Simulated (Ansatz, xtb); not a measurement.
Isomers of C4H10OS in order of energy

5 gas-phase structures of C4H10OS, from a drawn sample of its isomers (lower ones may exist). Each was relaxed with GFN2-xTB; where two conformers were screened, the lower at r2SCAN-D4/def2-SVP is listed:

A. `COC[C@@H](C)S`, a singlet
B. `COC(C)(C)S`, a singlet
C. `COCCCS`, a singlet
D. `CO[C@@H](C)CS`, a singlet
E. `CC[C@@H](S)OC`, a singlet

Q: Make a reasoned guess at their ranking by r2SCAN-D4/def2-SVP single-point energy.

A: Calculated order at r2SCAN-D4/def2-SVP: B (0.0), E (2.3), D (4.6), A (4.9), C (6.4) kcal/mol. Less than 1 kcal/mol parts D and A, so the order within that pair means little.

Energies above the lowest of each column, in kcal/mol; the last columns are at B3LYP-D3(BJ)/def2-SVP geometries:

```csv
structure,GFN2-xTB,HF/STO-3G,r2SCAN-D4/def2-SVP,B3LYP-D3(BJ)/def2-SVP,CCSD(T)/def2-SVP + ΔMP2/def2-TZVPP
B,0.0,1.1,0.0,0.0,0.0
E,1.5,0.0,2.3,1.3,2.5
D,5.5,1.2,4.6,3.3,3.6
A,5.5,1.7,4.9,3.8,4.2
C,7.9,2.4,6.4,5.0,5.3
```

CCSD(T)/def2-SVP + ΔMP2/def2-TZVPP puts B lowest; HF/STO-3G picks E. Flexible structures stand in one conformer each, not always the lowest. ΔMP2 is the change of the MP2 energy from the smaller to the larger basis.

Over these structures GFN2-xTB departs from r2SCAN-D4/def2-SVP by 0.7 kcal/mol on average once a common shift is removed. A GFN2-xTB relaxation took about 0.07 s and the r2SCAN-D4/def2-SVP energy about 3.3 s on a shared host (Ansatz 0.2.0, xtb 6.7.1).
